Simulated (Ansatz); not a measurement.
Working through a geometry optimisation of C₃H₂N, SMILES [CH]=CC#N

With the Python package of Ansatz (0.2.0).

The cells in order, each with its output:

In [1]:
```python
import itertools

import ansatz as az
from ase.data import atomic_numbers, covalent_radii
import numpy as np

BASIS = 'def2-SVP'
XC = 'B3LYP'
```

In [2]:
```python
geometry_ang = [
    ('C', [-1.2905, 0.284, -0.2854]),
    ('C', [-0.3011, -0.4622, 0.1889]),
    ('C', [1.0617, -0.0078, 0.1256]),
    ('N', [2.1586, 0.3575, 0.0748]),
    ('H', [-1.1065, 1.2534, -0.733]),
    ('H', [-0.522, -1.4249, 0.6291]),
]
system = az.Crystal.molecule()
for symbol, xyz in geometry_ang:
    system = system.atom(symbol, xyz)
```

In [3]:
```python
job = (
    system.calculation()
    .basis(gaussian=BASIS)
    .functional(XC)
    .spin('collinear', total=1)
)
symbols = [site.symbol for site in system.cartesian_sites]
start = np.array([site.position_ang for site in system.cartesian_sites], dtype=float)
def progress(event):
    if event['event'] == 'relax_step':
        row = event['data']
        print(f'step {row["step"]:3d}  E = {row["lagrangian_ev"]:.6f} eV  largest force component {row["allowed_force_max_ev_ang"]:.4f} eV/A')
```

In [4]:
```python
data = job.relax(force_tolerance=0.02, max_steps=100).session().plan().execute(on_event=progress).report
end = np.array(data['positions_ang'])
```
```text
step   1  E = -4626.206218 eV  largest force component 1.0478 eV/A
step   2  E = -4626.299035 eV  largest force component 0.7715 eV/A
step   3  E = -4626.316985 eV  largest force component 0.7942 eV/A
step   4  E = -4626.341711 eV  largest force component 0.1229 eV/A
step   5  E = -4626.342980 eV  largest force component 0.0558 eV/A
step   6  E = -4626.342589 eV  largest force component 0.0985 eV/A
step   7  E = -4626.343223 eV  largest force component 0.0165 eV/A
```

In [5]:
```python
print('reference energy %16.6f eV' % data['reference_energy_ev'])
print('total energy     %16.6f eV' % data['free_energy_ev'])
print('occupied orbitals outside the frozen core (up, down):', data['n_occupied'], ' frozen:', data['n_frozen'], ' virtual:', data['n_virtual'])
```
```text
reference energy     -4626.343411 eV
total energy         -4626.343411 eV
occupied orbitals outside the frozen core (up, down): [14, 13]  frozen: 0  virtual: [52, 53]
```

In [6]:
```python
# pairs closer than 1.2 times the sum of covalent radii, before or after
radius = [covalent_radii[atomic_numbers[s]] for s in symbols]
span = lambda where, i, j: np.linalg.norm(where[i] - where[j])
bonded = [(i, j) for i, j in itertools.combinations(range(len(symbols)), 2) if min(span(start, i, j), span(end, i, j)) < 1.2 * (radius[i] + radius[j])]
print('pair        before    after (A)')
for i, j in bonded:
    print(f'{symbols[i]}{i}-{symbols[j]}{j}'.ljust(10), f'{span(start, i, j):8.4f} {span(end, i, j):8.4f}')
for first, second in list(itertools.combinations(bonded, 2)):
    shared = set(first) & set(second)
    if shared and symbols[(j := shared.pop())] != 'H':
        i, k = sorted((set(first) | set(second)) - {j})
        u, v = end[i] - end[j], end[k] - end[j]
        angle = np.degrees(np.arccos(np.clip(u @ v / np.linalg.norm(u) / np.linalg.norm(v), -1, 1)))
        print(f'final angle {symbols[i]}{i}-{symbols[j]}{j}-{symbols[k]}{k}: {angle:.2f} deg')
with open('c3h2n_opt.xyz', 'w') as handle:
    handle.write(f'{len(symbols)}\nrelaxed C3H2N\n')
    handle.writelines(f'{s:2s} {x:11.6f} {y:11.6f} {z:11.6f}\n' for s, (x, y, z) in zip(symbols, end))
```
```text
pair        before    after (A)
C0-C1        1.3269   1.3231
C0-H4        1.0835   1.0905
C1-C2        1.4380   1.4380
C1-H5        1.0814   1.0992
C2-N3        1.1572   1.1613
final angle C1-C0-H4: 138.29 deg
final angle C0-C1-C2: 122.83 deg
final angle C0-C1-H5: 120.92 deg
final angle C2-C1-H5: 116.25 deg
final angle C1-C2-N3: 179.63 deg
```

It writes `c3h2n_opt.xyz`:
```text
6
relaxed C3H2N
C    -1.240740    0.324800   -0.299348
C    -0.268604   -0.434092    0.179861
C     1.114483   -0.041625    0.148177
N     2.233269    0.268891    0.125959
H    -1.352453    1.296222   -0.782183
H    -0.485756   -1.414196    0.627535
```

Notes:
- Total energies depend on the basis set; only differences at equal settings carry meaning.
- The end point is the stationary point reached from this start; no frequency run checks that it is a minimum, and the basis set is modest.
- The species is open-shell (spin multiplicity 2).
- b3lyp holds the VWN-RPA fit, as in Gaussian; the form of ORCA and Turbomole is b3lyp5.
- Run time: 21 s on 1 thread of Arm Neoverse V2, on a shared host, peak memory 0.22 GiB.

(Lines on the test bed's own set-up are left out of the output.)
